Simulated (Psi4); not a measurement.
# AlCl (aluminium monochloride) at MP2/aug-cc-pVTZ

Aim: the vertical singlet–triplet gap of AlCl (aluminium monochloride) at MP2/aug-cc-pVTZ, from 2 runs. 

The calculation is run with Psi4 1.11.

**1. The molecule**

The species is AlCl (2 atoms), meant as a singlet with charge 0. As SMILES, `[Al][Cl]`. The bond length is the measured one.

Bond lengths: Al1–Cl2 2.130 Å.

**2. A single-point energy at MP2/aug-cc-pVTZ**

run.py

```python
import psi4

psi4.set_memory(1600000000)
psi4.set_num_threads(1)
psi4.core.set_output_file('output.dat', False)

geom = psi4.geometry("""
Al     0.000000     0.000000     0.000000
Cl     0.000000     0.000000     2.130113
symmetry c1
no_reorient
no_com
""")

psi4.set_options({
    'basis': 'aug-cc-pVTZ',
    'puream': True,
    'e_convergence': 1e-09,
    'd_convergence': 1e-08,
    'scf_type': 'pk',
    'num_frozen_docc': 10,
    'mp2_type': 'conv',
})

E, wfn = psi4.energy("mp2", molecule=geom, return_wfn=True)
print('E =', round(E, 9))
for k, v in sorted(psi4.core.scalar_variables().items()):
    print(f'{k:45s} {v:18.10f}')
```

Launch:

```console
python run.py
```

output.dat:

```text
[...]
  Running in c1 symmetry.
[...]
  Nuclear repulsion =   54.902328448335837
[...]
  Multiplicity = 1
[...]
  Nalpha       = 15
  Nbeta        = 15
[...]
    Number of basis functions: 100
[...]
   @RHF iter   1:  -701.49340427349159   -5.63117e-01   1.94096e-03 DIIS/ADIIS
[...]
   @RHF iter  10:  -701.51113014848875   -1.59162e-12   1.82032e-09 DIIS
[...]
    Orbital Energies [Eh]
    ---------------------
    Doubly Occupied:
       1A   -104.812343     2A    -58.518090     3A    -10.539154
       4A     -8.005209     5A     -8.004573     6A     -8.004573
       7A     -4.927691     8A     -3.236448     9A     -3.235995
      10A     -3.235995    11A     -1.069618    12A     -0.547050
      13A     -0.461978    14A     -0.461978    15A     -0.330192
[...]
  @RHF Final Energy:  -701.51113014848875
   => Energetics <=
    Nuclear Repulsion Energy =             54.9023284483358367
    One-Electron Energy =               -1082.0451480851161250
    Two-Electron Energy =                 325.6316894882916131
    Total Energy =                       -701.5111301484887463
[...]
 Multipole Moments:
 ------------------------------------------------------------------------------------
     Multipole            Electronic (a.u.)      Nuclear  (a.u.)        Total (a.u.)
 ------------------------------------------------------------------------------------
 L = 1.  Multiply by 2.5417464519 to convert [e a0] to [Debye]
 Dipole X            :          0.0000000            0.0000000            0.0000000
 Dipole Y            :          0.0000000            0.0000000            0.0000000
 Dipole Z            :        -69.0137957           68.4306132           -0.5831825
 Magnitude           :                                                    0.5831825
[...]
	SCS-MP2 Total Energy (a.u.)        :  -701.75715884666295
	SOS-MP2 Total Energy (a.u.)        :  -701.73816544945191
	SCSN-MP2 Total Energy (a.u.)       :  -701.61141528576331
[...]
	SOS-PI-MP2 Total Energy (a.u.)     :  -701.77600466627905
[...]
	MP2 Total Energy (a.u.)            :  -701.75730642425799
[...]
```

On the terminal:

```text
E = -701.757306424
CURRENT CORRELATION ENERGY                         -0.2461762758
CURRENT ENERGY                                   -701.7573064243
CURRENT REFERENCE ENERGY                         -701.5111301485
DD SOLVATION ENERGY                                 0.0000000000
HF KINETIC ENERGY                                 701.5251170058
HF POTENTIAL ENERGY                             -1403.0362471543
HF TOTAL ENERGY                                  -701.5111301485
HF VIRIAL RATIO                                     1.9999800622
MP2 CORRELATION ENERGY                             -0.2461762758
MP2 DOUBLES ENERGY                                 -0.2461762758
MP2 OPPOSITE-SPIN CORRELATION ENERGY               -0.1891960841
MP2 SAME-SPIN CORRELATION ENERGY                   -0.0569801916
MP2 SINGLES ENERGY                                  0.0000000000
MP2 TOTAL ENERGY                                 -701.7573064243
NUCLEAR REPULSION ENERGY                           54.9023284483
ONE-ELECTRON ENERGY                             -1082.0451480851
PCM POLARIZATION ENERGY                             0.0000000000
PE ENERGY                                           0.0000000000
SCF ITERATION ENERGY                             -701.5111301485
SCF ITERATIONS                                     10.0000000000
SCF TOTAL ENERGY                                 -701.5111301485
SCS(N)-MP2 CORRELATION ENERGY                      -0.1002851373
SCS(N)-MP2 TOTAL ENERGY                          -701.6114152858
SCS-MP2 CORRELATION ENERGY                         -0.2460286982
SCS-MP2 TOTAL ENERGY                             -701.7571588467
SCS-MP2-VDW CORRELATION ENERGY                     -0.2706610835
SCS-MP2-VDW TOTAL ENERGY                         -701.7817912320
SOS-MP2 CORRELATION ENERGY                         -0.2270353010
SOS-MP2 TOTAL ENERGY                             -701.7381654495
SOS-PI-MP2 CORRELATION ENERGY                      -0.2648745178
SOS-PI-MP2 TOTAL ENERGY                          -701.7760046663
TWO-ELECTRON ENERGY                               325.6316894883
```

It took 21 s on 1 thread of Intel Xeon Platinum 8259CL at 2.50GHz (Skylake/Cascade Lake), shared host; peak memory 0.58 GiB.

**3. The triplet at the same level**

calc.inp

```
memory 1600 mb

molecule {
  0 3
  Al     0.000000     0.000000     0.000000
  Cl     0.000000     0.000000     2.130113
  symmetry c1
}

set {
  reference uhf
  puream true
  e_convergence 1e-09
  d_convergence 1e-08
  scf_type pk
  num_frozen_docc 10
  mp2_type conv
  maxiter 200
}

energy_value, wavefunction = energy("mp2/aug-cc-pVTZ", return_wfn=True)
```

Launch:

```console
psi4 -n 1 calc.inp calc.out
```

calc.out:

```text
[...]
  Running in c1 symmetry.
[...]
  Nuclear repulsion =   54.902328448335837
[...]
  Multiplicity = 3
[...]
  Nalpha       = 16
  Nbeta        = 14
[...]
    Number of basis functions: 100
[...]
   @UHF iter   1:  -701.39820732558542   -4.67920e-01   2.05006e-03 ADIIS/DIIS
[...]
   @UHF iter  12:  -701.43389639849784   -2.30784e-11   8.08453e-09 DIIS
[...]
   @S^2 Observed:                2.002804972E+00
[...]
    Orbital Energies [Eh]
    ---------------------
    Alpha Occupied:
       1A   -104.824265     2A    -58.555056     3A    -10.549780
       4A     -8.018028     5A     -8.015550     6A     -8.014583
       7A     -4.966957     8A     -3.283130     9A     -3.276883
      10A     -3.275458    11A     -1.081161    12A     -0.576316
      13A     -0.477856    14A     -0.467974    15A     -0.423334
      16A     -0.247313
    Alpha Virtual:
      17A     -0.002356    18A      0.029217    19A      0.040444
      20A      0.042748    21A      0.046794    22A      0.084494
      23A      0.096599    24A      0.096662    25A      0.112214
[...]
  @UHF Final Energy:  -701.43389639849784
   => Energetics <=
    Nuclear Repulsion Energy =             54.9023284483358367
    One-Electron Energy =               -1081.4131923749018824
    Two-Electron Energy =                 325.0769675280682804
    Total Energy =                       -701.4338963984978363
  UHF NO Occupations:
  HONO-2 :   14  A 1.9991749
  HONO-1 :   15  A 1.0000000
[...]
 Multipole Moments:
 ------------------------------------------------------------------------------------
     Multipole            Electronic (a.u.)      Nuclear  (a.u.)        Total (a.u.)
 ------------------------------------------------------------------------------------
 L = 1.  Multiply by 2.5417464519 to convert [e a0] to [Debye]
 Dipole X            :         -0.0000000            0.0000000           -0.0000000
 Dipole Y            :         -0.0000000            0.0000000           -0.0000000
 Dipole Z            :         -1.0605421            0.2658241           -0.7947180
 Magnitude           :                                                    0.7947180
[...]
	SCS-MP2 Total Energy (a.u.)        :  -701.64887271148257
	SOS-MP2 Total Energy (a.u.)        :  -701.62951801202121
	SCSN-MP2 Total Energy (a.u.)       :  -701.53608921165403
[...]
	SOS-PI-MP2 Total Energy (a.u.)     :  -701.66212161427518
[...]
	MP2 Total Energy (a.u.)            :  -701.65497850815154
[...]
```

Wall time 22 s (1 thread of Intel Xeon Platinum 8259CL at 2.50GHz (Skylake/Cascade Lake), shared host); peak memory 0.59 GiB.

**4. Summary of results**

Level: MP2/aug-cc-pVTZ, 10 core orbitals frozen.

```
                                                           quantity          value
                                              singlet: total energy  -701.75731 Eh
                       singlet: HOMO energy (Hartree–Fock orbitals)       -8.98 eV
                       singlet: LUMO energy (Hartree–Fock orbitals)        0.47 eV
                     singlet: HOMO–LUMO gap (Hartree–Fock orbitals)        9.46 eV
              singlet: correlation energy (10 core orbitals frozen)     -246.2 mEh
                                              triplet: total energy  -701.65498 Eh
triplet: HOMO energy (Hartree–Fock orbitals) (highest over α and β)       -6.73 eV
 triplet: LUMO energy (Hartree–Fock orbitals) (lowest over α and β)       -0.88 eV
              triplet: correlation energy (10 core orbitals frozen)     -221.1 mEh
                         triplet: ⟨S²⟩ of the reference determinant          2.003
                   vertical energy of the triplet above the singlet       2.784 eV
```

**Reading.** At this shape the triplet lies 2.78 eV (269 kJ/mol) above the singlet.
